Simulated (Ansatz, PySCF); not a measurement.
Noncovalent pair: CH2O (SMILES C=O) (first 4 atoms) with CH2O (SMILES C=O); geometry from A24 set.
(charge 0, multiplicity 1):
| atom | x (Å) | y (Å) | z (Å) |
|---|---|---|---|
| C | 0.0000 | 0.6012 | -1.3538 |
| O | 0.0000 | -0.5930 | -1.5521 |
| H | 0.9354 | 1.1743 | -1.2652 |
| H | -0.9354 | 1.1743 | -1.2652 |
| C | 0.0000 | -0.6020 | 1.5523 |
| O | 0.0000 | 0.5924 | 1.3551 |
| H | 0.0000 | -1.0094 | 2.5752 |
| H | 0.0000 | -1.3200 | 0.7169 |

Counterpoise-corrected where a basis set is named; no monomer relaxation. Rows marked so take none.

Rows in 6-311+G**, 6-31G* carry no dispersion term and start afresh at each structure (6-31G* with six Cartesian d functions).

The values were computed with Ansatz (a first-principles code) with Gaussian orbitals; PySCF for 6-311+G** rows, 6-31G* rows, the dispersion terms. Each number belongs to the level named beside it.

One of these levels gives -3.80 kcal/mol for the interaction energy. Which?
(A) BP86/6-31G* (no counterpoise)
(B) B3LYP/6-311+G** (no counterpoise)
(C) BLYP-D4/def2-TZVPPD
(D) PBE0/def2-TZVPPD

D, PBE0/def2-TZVPPD. The others give -4.72 (BLYP-D4/def2-TZVPPD), -4.11 (BP86/6-31G* (no counterpoise)), -3.30 (B3LYP/6-311+G** (no counterpoise))
